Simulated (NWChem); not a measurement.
System: SO, triplet; SMILES O=S

NWChem input:

```
start job
memory heap 200 mb stack 900 mb global 1100 mb
geometry units angstroms noautosym nocenter noautoz
  O      0.000000     0.000000    -0.995398
  S      0.000000     0.000000     0.506377
end
basis spherical
  * library 6-31g*
end
dft
  odft
  mult 3
  xc pbe0
  iterations 150
end
cosmo
  do_cosmo_smd true
  solvent octanol
end
task dft energy
```

All runs use the structure optimised with PBE0/def2-SVP, spin-unrestricted. No stability test was run on the SCF state. Solvent: 1-octanol.

Level: PBE0/6-31G* with SMD (1 M gas to 1 M solution), gas-phase geometry. Reactions with the solvent are ignored.

Problem. Give the results of this calculation. (PBE0/6-31G* (spherical d), spin-unrestricted, SMD on the gas-phase geometry.) Quantities: solvation free energy (kcal/mol); cavity-dispersion-structure term (kcal/mol); dipole in solution (D).

Solution. 
```yaml
solvation free energy (kcal/mol): -1.7
cavity-dispersion-structure term (kcal/mol): -0.5
dipole in solution (D): 1.91
```
